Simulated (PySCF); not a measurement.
## Worked example: correlation energy of HAlB, doublet

Geometry: a point of a stretch scan, not a stationary point.

```xyz
3

B     0.0000   -0.2350    2.3583
Al    0.0000    0.1340   -0.8727
H     0.0000   -1.0655   -1.9335
```

Basis 6-31G; PySCF 2.14.0. Correlated methods freeze the noble-gas cores, which leaves 7 electrons in 18 orbitals. R marks a restricted (for open shells ROHF) determinant.

Full CI is exact within this basis and frozen core; it isn't the basis-set limit.

Restricted and unrestricted runs freeze slightly different cores, so steps under 0.03 kcal/mol mean nothing.

| level | total energy (hartree) |
| --- | --- |
| RHF | -266.946740 |
| RMP2 | -267.001787 |
| RCCSD | -267.038645 |
| RCCSD(T) | -267.040189 |
| RCCSDT | -267.041344 |
| full CI | -267.041494 |

Question: What is the correlation energy at full CI, and what share of it do RMP2 and RCCSD recover?

Answer: E(corr) = -267.041494 − (-266.946740) = -0.094754 hartree = -2.578 eV. RMP2: -0.055047 / -0.094754 = 58.09 %. RCCSD: -0.091905 / -0.094754 = 96.99 %.

Question: By how many kcal/mol does RCCSD(T) miss full CI (1 hartree = 627.509 kcal/mol), and which steps make up the rest?

Answer: -267.040189 − (-267.041494) = 0.001305 hartree = 0.82 kcal/mol. Steps: RCCSDT − RCCSD(T) = -0.72, full CI − RCCSDT = -0.09 kcal/mol. Differences between like states or geometries often cancel part of this.
